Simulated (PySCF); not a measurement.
hydrogen isocyanide (CHN), SMILES [C-]#[NH+]. Geometry optimised at r2SCAN-D4/def2-TZVPD.

Method: r2SCAN-D4/def2-TZVPD (PySCF).

Harmonic wavenumbers (cm⁻¹): 473, 473, 2091, 3784. Rotational constants (GHz): 45.53 (linear); symmetry number 1.

**Question.** Work out the zero-point energy and the ideal-gas rigid-rotor harmonic-oscillator thermochemistry at 298.15 K and 1 atm.

**Answer.** ZPE = ½ Σ hcν = ½ × 6821 cm⁻¹ = 40.80 kJ/mol. H − E(el) = 50.76 kJ/mol. Entropy in J/(mol K): translation 149.86, rotation 49.19, vibration 6.10, total 205.15. G − E(el) = -10.41 kJ/mol. Cp = 40.10 J/(mol K).
